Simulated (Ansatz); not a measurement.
**Gold, fcc: convergence with cold smearing**

Computed with Ansatz, LDA, scalar-relativistic PAW, on the relaxed cell (a = 4.046 Å; spin not included). Errors count from a run at 420 eV on a Γ-centred 22×22×22 mesh with Fermi-Dirac smearing of 0.1 eV, extrapolated to zero width. Fixed here: cutoff 420 eV, mesh 13×13×13. The SCF starts from atomic densities corrected by a trained network.

```csv
width (eV),E(σ→0) error (meV/atom),F error (meV/atom),P (GPa),SCF iterations
0.01,-3.0,-2.9,-0.15,5
0.03,-2.9,-2.9,-0.12,5
0.2,-3.3,-3.5,-0.10,5
0.3,-3.6,-4.0,-0.02,5
0.6,-4.0,-0.7,0.21,5
1.0,-47.4,30.1,-1.15,5
```

**Question.** What does the run at 0.1 give (width)?

**Answer.** E(σ→0) error (meV/atom): -3.0; F error (meV/atom): -3.2; P (GPa): -0.08; SCF iterations: 5.
